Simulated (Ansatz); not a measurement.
# H2SO2 (SMILES OSO): one structure at several levels

A test off equilibrium: a structure displaced at random from a GFN2-xTB minimum is computed at several levels, and each is set against CCSD(T).

Method: single points in def2-TZVPP; program: Ansatz 0.2.0, Gaussian basis.

Correlated methods freeze the cores.

## (1) The starting structure

SMILES `OSO`, 5 atoms, charge 0, spin multiplicity 1.

Atoms are counted from 1 here; the program's logs count them from 0.

Bond lengths: O1–S2 1.635 Å, O1–H4 0.872 Å, S2–O3 1.611 Å, O3–H5 1.020 Å. Angles: S2–O1–H4 105.6°, O1–S2–O3 106.8°, S2–O3–H5 113.1°.

As a file:

```xyz
5
H2O2S
O    -1.1402    0.2287   -0.7002
S    -0.4167   -0.6774    0.4519
O     0.7205    0.2452    1.1234
H    -0.7196    0.0453   -1.4415
H     1.6414    0.1103    0.7070
```

## (2) CCSD(T)/def2-TZVPP

Input file run/in.yaml:

```yaml
crystal:
  periodic: [false, false, false]
  atoms:
    - {symbol: O, position_ang: [-1.140200, 0.228700, -0.700200]}
    - {symbol: S, position_ang: [-0.416700, -0.677400, 0.451900]}
    - {symbol: O, position_ang: [0.720500, 0.245200, 1.123400]}
    - {symbol: H, position_ang: [-0.719600, 0.045300, -1.441500]}
    - {symbol: H, position_ang: [1.641400, 0.110300, 0.707000]}
basis:
  gaussian: {orbitals: def2-TZVPP}
correlation: {method: ccsd_t}
output: {forces: true}
```

On the command line:

```bash
ansatz run in.yaml --threads 4 --pin off --events-out ev --progress --plain --max-ram 5222MiB
```

## (3) PBE0-D4/def2-TZVPP

run/in.yaml, as its differences from that of step 2:

```diff
@@ -10,3 +10,3 @@
   gaussian: {orbitals: def2-TZVPP}
-correlation: {method: ccsd_t}
-output: {forces: true}
+hamiltonian: {xc: pbe0, dispersion: d4}
+output: {forces: true, orbitals: {seedname: orbitals}}
```

## (4) wB97M-V/def2-TZVPP

run/in.yaml, as its differences from that of step 3:

```diff
@@ -10,3 +10,3 @@
   gaussian: {orbitals: def2-TZVPP}
-hamiltonian: {xc: pbe0, dispersion: d4}
-output: {forces: true, orbitals: {seedname: orbitals}}
+hamiltonian: {xc: {name: wB97M-V}}
+output: {forces: true}
```

## (5) r2SCAN-D4/def2-TZVPP

run/in.yaml, as its differences from that of step 4:

```diff
@@ -10,3 +10,3 @@
   gaussian: {orbitals: def2-TZVPP}
-hamiltonian: {xc: {name: wB97M-V}}
+hamiltonian: {xc: r2scan, dispersion: d4}
 output: {forces: true}
```

## (6) PBE-D4/def2-TZVPP

run/in.yaml, as its differences from that of step 5:

```diff
@@ -10,3 +10,3 @@
   gaussian: {orbitals: def2-TZVPP}
-hamiltonian: {xc: r2scan, dispersion: d4}
+hamiltonian: {xc: pbe, dispersion: d4}
 output: {forces: true}
```

## (7) revPBE-D4/def2-TZVPP

run/in.yaml, as its differences from that of step 6:

```diff
@@ -10,3 +10,3 @@
   gaussian: {orbitals: def2-TZVPP}
-hamiltonian: {xc: pbe, dispersion: d4}
+hamiltonian: {xc: {name: revPBE}, dispersion: d4}
 output: {forces: true}
```

## (8) B97M-V/def2-TZVPP

run/in.yaml, as its differences from that of step 7:

```diff
@@ -10,3 +10,3 @@
   gaussian: {orbitals: def2-TZVPP}
-hamiltonian: {xc: {name: revPBE}, dispersion: d4}
+hamiltonian: {xc: {name: B97M-V}}
 output: {forces: true}
```

(Steps that only read results are left out.)

Q: Predict the outcome of this session. Wanted: energy less free atoms, CCSD(T)/def2-TZVPP; RMS force component; RMS force error; HOMO and LUMO, PBE0-D4; T1 diagnostic.

**Answer**, as computed:

```
                                  quantity                                                                                            value
energy less free atoms, CCSD(T)/def2-TZVPP                                                                                       -14.937 eV
                       RMS force component                                                             2.402 to 2.631 eV/Å over the methods
                           RMS force error  PBE0-D4 0.184, wB97M-V 0.134, r2SCAN-D4 0.079, PBE-D4 0.312, revPBE-D4 0.358, B97M-V 0.142 eV/Å
                    HOMO and LUMO, PBE0-D4                                                                               -6.48 and -0.14 eV
                             T1 diagnostic                                                                                            0.015
```

In words: Against CCSD(T) the functionals' energies less atoms differ by -1.443 to -0.538 eV, PBE-D4 by -1.443 eV. The reference is not at the basis limit: in triple zeta CCSD(T) underbinds, which counts against methods that bind more; the gaps are no ranking. The forces of r2SCAN-D4 come nearest to CCSD(T), those of revPBE-D4 are farthest.
